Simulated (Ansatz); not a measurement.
# ClH6NSi: the cost of one run

Method: BHLYP-D4/pcseg-2; program: Ansatz 0.2.0, Gaussian basis.

1 further run of the same task is left out (it didn't finish).

### 1 The system as given

The start, a first-order saddle point found at PBE0-D4 in triple zeta: 9 atoms, charge 0, spin multiplicity 1.

Atoms are counted from 1 here; the program's logs count them from 0.

Bond lengths: Si1–N2 1.867 Å, Si1–H3 1.482 Å, Si1–H4 1.500 Å, Si1–Cl5 2.075 Å, N2–H6 1.229 Å, N2–H8 1.015 Å, N2–H9 1.016 Å. Angles: N2–Si1–H3 111.7°, N2–Si1–H4 97.3°, N2–Si1–Cl5 119.3°, H3–Si1–H4 102.6°, H3–Si1–Cl5 122.0°, H4–Si1–Cl5 96.7°, Si1–N2–H6 72.8°, Si1–N2–H8 113.5°, Si1–N2–H9 118.9°, H6–N2–H8 109.5°, H6–N2–H9 128.0°, H8–N2–H9 109.7°.

Geometry (Å):

```mol
ClH6NSi
  3D, bonds by distance, orders not assigned

  9  7  0  0  0  0  0  0  0  0999 V2000
   -0.4358    0.5942   -0.2405 Si  0  0
    0.3001   -0.8816    0.6354 N   0  0
   -1.4910    0.1917   -1.1996 H   0  0
   -1.2307    1.1259    0.9150 H   0  0
    0.7281    2.2873   -0.5322 Cl  0  0
    0.6917   -0.9186   -0.5289 H   0  0
    0.6833   -0.2220   -1.4030 H   0  0
    1.0753   -0.6446    1.2461 H   0  0
   -0.3209   -1.5321    1.1075 H   0  0
  1  2  8  0
  1  3  8  0
  1  4  8  0
  1  5  8  0
  2  6  8  0
  2  8  8  0
  2  9  8  0
M  END
```

### 2 The run

File md/in.yaml:

```yaml
crystal:
  periodic: [false, false, false]
  atoms:
    - {symbol: Si, position_ang: [-0.435835, 0.594207, -0.240479]}
    - {symbol: N, position_ang: [0.300131, -0.881551, 0.635443]}
    - {symbol: H, position_ang: [-1.491036, 0.191679, -1.199612]}
    - {symbol: H, position_ang: [-1.230668, 1.125878, 0.915039]}
    - {symbol: Cl, position_ang: [0.728116, 2.287267, -0.532237]}
    - {symbol: H, position_ang: [0.691692, -0.918605, -0.528874]}
    - {symbol: H, position_ang: [0.683278, -0.222040, -1.402978]}
    - {symbol: H, position_ang: [1.075272, -0.644621, 1.246126]}
    - {symbol: H, position_ang: [-0.320949, -1.532114, 1.107471]}
basis:
  gaussian: {orbitals: pcseg-2}
hamiltonian: {xc: {name: BHLYP}, dispersion: d4}
md: {n_steps: 40, timestep: 1.0, temperature: 700, ensemble: nve, seed: 810, initial_velocities: maxwell_boltzmann}
```

The run is started by

```sh
$ ansatz run in.yaml --threads 2 --pin off --events-out ev --progress --plain --max-ram 4352MiB
```

**Question.** How long does this run take on 2 threads of Arm Neoverse V1, shared host?

About 2.6 min.
